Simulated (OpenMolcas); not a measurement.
# One shape, several levels: [NH4]+ (ammonium)

Wanted: a comparison of 6 runs (HF/STO-3G, HF/3-21G, B3LYP/6-31G*, B2PLYP/def2-TZVPP, BHLYP/def2-TZVPP, TPSS/def2-TZVPP) of [NH4]+ (ammonium). 

The results are computed with OpenMolcas 26.06.

1 further run of the same task is left out (set aside as unsound or not needed).

### 1 The molecule

[NH4]+: 5 atoms, total charge +1, spin state singlet. SMILES: `[NH4+]`. The shape is that of a PBE0-D4/def2-TZVP optimisation.

Bond lengths: N1–H2 1.024 Å, N1–H3 1.024 Å, N1–H4 1.024 Å, N1–H5 1.024 Å. Angles: H2–N1–H3 109.5°, H2–N1–H4 109.5°, H2–N1–H5 109.5°, H3–N1–H4 109.5°, H3–N1–H5 109.5°, H4–N1–H5 109.5°.

### 2 Energy and forces at HF/STO-3G (run 1)

Input file job.inp:

```
* H4N Hartree-Fock
>>> EXPORT MOLCAS_PRINT=2
&GATEWAY
BASLIB = $CurrDir
COORD
5
angstrom
N        0.000010       0.000010       0.000000
H        0.453330      -0.447860       0.801010
H       -0.972430       0.216180       0.235210
H        0.023940      -0.633460      -0.803650
H        0.495160       0.865130      -0.232580
BASIS = STO-3G
GROUP = NoSym
&SEWARD
&SCF
CHARGE = 1
THRESHOLDS = 1e-10 1e-07 1e-07 1e-05
PRORBITALS = 1 1
&ALASKA
```

The basis set STO-3G is read from a file made from the Basis Set Exchange's data (not shown).

On the command line:

```sh
$ export MOLCAS_MEM=1860
$ pymolcas job.inp > job.log
```

Standard output:

```text
--- Start Module: gateway ---
[...]
--- Stop Module: gateway /rc=_RC_ALL_IS_WELL_ ---
[...]
      Basis functions            9
[...]
--- Start Module: scf ---
[...]
       Convergence after  11 Iterations
[...]
::    Total SCF energy                                -55.8672499694
[...]
      Total spin, S                                     0.0000000000
[...]
      Total electronic charge=   10.000000
      Total            charge=    1.000000
[...]
      Dipole Moment (debye):
      Origin of the operator (angstrom)=    0.0000    0.0000   -0.0000
                   X= -4.8727E-05               Y= -6.5155E-05               Z= -1.4038E-05           Total=  8.2562E-05
      Center of Charge (angstrom)
[...]
--- Stop Module: scf /rc=_RC_ALL_IS_WELL_ ---
--- Start Module: alaska ---
[...]
 *              Molecular gradients               *
 **************************************************
  Irreducible representation: a
 ------------------------------------------------------------------------------------------
                              X                       Y                       Z
 ------------------------------------------------------------------------------------------
  N1                1.83349533365763E-06    1.21766933677777E-05    4.77928395847857E-06
  H2               -9.58548364393585E-03    9.45787718035196E-03   -1.69364696594594E-02
  H3                2.05634213075463E-02   -4.56730485906609E-03   -4.97452374447571E-03
  H4               -5.04285822735547E-04    1.33825712749902E-02    1.69906532245976E-02
  H5               -1.04754853362093E-02   -1.82853202896416E-02    4.91556089537865E-03
 ------------------------------------------------------------------------------------------
--- Stop Module: alaska /rc=_RC_ALL_IS_WELL_ ---
[...]
```

It took 1.6 s on 1 thread of Arm Neoverse V2, shared host; peak memory 0.37 GiB.

### 3 Energy and gradient at HF/3-21G (run 2)

Input file run.inp:

```
&gateway
 baslib=$CurrDir
 coord
 5
 angstrom
 N        0.000010       0.000010       0.000000
 H        0.453330      -0.447860       0.801010
 H       -0.972430       0.216180       0.235210
 H        0.023940      -0.633460      -0.803650
 H        0.495160       0.865130      -0.232580
 basis=3-21G
 group=NoSym

&seward

&scf
 charge=1
 thresholds=1e-10 1e-07 1e-07 1e-05
 prorbitals=1 1

&alaska
```

The basis set 3-21G is read from a file made from the Basis Set Exchange's data (not shown).

On the command line:

```sh
$ export MOLCAS_MEM=1860
$ pymolcas run.inp > run.log
```

Standard output:

```text
--- Start Module: gateway ---
[...]
--- Stop Module: gateway /rc=_RC_ALL_IS_WELL_ ---
[...]
      Basis functions           17
[...]
--- Start Module: scf ---
[...]
       Convergence after  11 Iterations
[...]
::    Total SCF energy                                -56.2338396120
[...]
      Total spin, S                                     0.0000000000
[...]
      Total electronic charge=   10.000000
      Total            charge=    1.000000
[...]
      Dipole Moment (debye):
      Origin of the operator (angstrom)=    0.0000    0.0000   -0.0000
                   X= -5.4218E-05               Y= -7.2054E-05               Z= -1.5426E-05           Total=  9.1484E-05
      Center of Charge (angstrom)
[...]
--- Stop Module: scf /rc=_RC_ALL_IS_WELL_ ---
--- Start Module: alaska ---
[...]
 *              Molecular gradients               *
 **************************************************
  Irreducible representation: a
 ------------------------------------------------------------------------------------------
                              X                       Y                       Z
 ------------------------------------------------------------------------------------------
  N1                3.50250454274180E-06    1.06366384127151E-05    3.61144827496850E-06
  H2                8.48212753558841E-04   -8.49513702815829E-04    1.50006963503446E-03
  H3               -1.81992954034227E-03    4.07821360935146E-04    4.39492005366526E-04
  H4                4.60492672313476E-05   -1.19594982856852E-03   -1.50546842526178E-03
  H5                9.22165015005305E-04    1.62700553203643E-03   -4.37704663409755E-04
 ------------------------------------------------------------------------------------------
--- Stop Module: alaska /rc=_RC_ALL_IS_WELL_ ---
[...]
```

Wall time 1.6 s (1 thread of Arm Neoverse V2, shared host); peak memory 0.37 GiB.

Runs 3 to 5 aren't shown in full; the table further down has their settings and results.

### 4 Energy and gradient at TPSS/def2-TZVPP (run 6)

Input file coord.xyz:

```xyz
5

N      0.000010     0.000010     0.000000
H      0.453330    -0.447860     0.801010
H     -0.972430     0.216180     0.235210
H      0.023940    -0.633460    -0.803650
H      0.495160     0.865130    -0.232580
```

Input file run.inp:

```
* H4N Kohn-Sham DFT
>>> EXPORT MOLCAS_PRINT=2

&GATEWAY
 BasLib
 $CurrDir
 Coord
 coord.xyz
 Basis
 def2-TZVPP
 Group
 NoSym

&SEWARD
 GridInput
 Grid=UltraFine
 End of Grid

&SCF
 Charge
 1
 KSDFT
 2
 1.0 MGGA_X_TPSS
 1.0 MGGA_C_TPSS
 Thresholds
 1e-10 1e-07 1e-07 1e-05
 PrOrbitals
 0

&ALASKA
```

The basis set def2-TZVPP is read from a file made from the Basis Set Exchange's data (not shown).

On the command line:

```sh
$ export MOLCAS_MEM=1860
$ pymolcas run.inp > run.log
```

Standard output:

```text
--- Start Module: gateway ---
[...]
--- Stop Module: gateway /rc=_RC_ALL_IS_WELL_ ---
[...]
      Basis functions           87
[...]
--- Start Module: scf ---
[...]
       Convergence after  13 Iterations
[...]
::    Total KS-DFT energy                             -56.9307385698
[...]
      Total spin, S                                     0.0000000000
[...]
      Total electronic charge=   10.000000
      Total            charge=    1.000000
[...]
      Dipole Moment (debye):
      Origin of the operator (angstrom)=    0.0000    0.0000   -0.0000
                   X= -3.7373E-05               Y= -5.2080E-05               Z= -1.1299E-05           Total=  6.5090E-05
      Center of Charge (angstrom)
[...]
--- Stop Module: scf /rc=_RC_ALL_IS_WELL_ ---
[...]
--- Start Module: alaska ---
[...]
 *              Molecular gradients               *
 **************************************************
  Irreducible representation: a
 ------------------------------------------------------------------------------------------
                              X                       Y                       Z
 ------------------------------------------------------------------------------------------
  N1                3.23362066675700E-06    7.49365489452860E-06    2.85654887118757E-06
  H2               -1.63106249757083E-03    1.60198966641167E-03   -2.88162406332182E-03
  H3                3.49727145721079E-03   -7.73544528499981E-04   -8.46108293062975E-04
  H4               -8.41394562322156E-05    2.26966443538679E-03    2.89033261667138E-03
  H5               -1.78530312407310E-03   -3.10560322820042E-03    8.34543190846748E-04
 ------------------------------------------------------------------------------------------
--- Stop Module: alaska /rc=_RC_ALL_IS_WELL_ ---
[...]
```

It took 29 s on 1 thread of Arm Neoverse V2, shared host; peak memory 0.48 GiB.

### 5 Overview of the runs

| run | level | integration grid | task | energy (Eh) | HOMO energy (eV) | LUMO energy (eV) | HOMO–LUMO gap (eV) | wall time |
| --- | --- | --- | --- | --- | --- | --- | --- | --- |
| 1 | HF/STO-3G | – | gradient | -55.867250 | -27.40 | 6.39 | 33.79 | 1.6 s |
| 2 | HF/3-21G | – | gradient | -56.233840 | -27.26 | -0.91 | 26.35 | 1.6 s |
| 3 | B3LYP/6-31G* (spherical functions) | UltraFine | gradient | -56.892538 | -22.57 | -5.68 | 16.90 | 5.7 s |
| 4 | B2PLYP/def2-TZVPP | UltraFine | energy | -56.874914 | -24.45 | -5.05 | 19.41 | 15 s |
| 5 | BHLYP/def2-TZVPP | UltraFine | gradient | -56.888365 | -24.47 | -5.32 | 19.16 | 19 s |
| 6 | TPSS/def2-TZVPP | UltraFine | gradient | -56.930739 | -21.20 | -6.53 | 14.66 | 29 s |

### 6 Summary of results

| quantity | value |
| --- | --- |
| run 6: total energy | -56.93074 Eh |
| run 6: HOMO energy | -21.20 eV |
| run 6: LUMO energy | -6.53 eV |
| run 6: HOMO–LUMO gap | 14.66 eV |
| run 6: largest force on an atom | 0.189 eV/Å |

**Reading.** The HOMO–LUMO gap runs from 14.66 eV (TPSS/def2-TZVPP) to 33.79 eV (HF/STO-3G). The two ends differ in method and basis. For B2PLYP the log adds the whole second-order term; the table takes 0.27 of it, as the functional is defined. Totals of different functionals can't be ranked against each other. In run 1 the basis is minimal, so the values are rough. All runs together took 72 s, the longest 29 s.
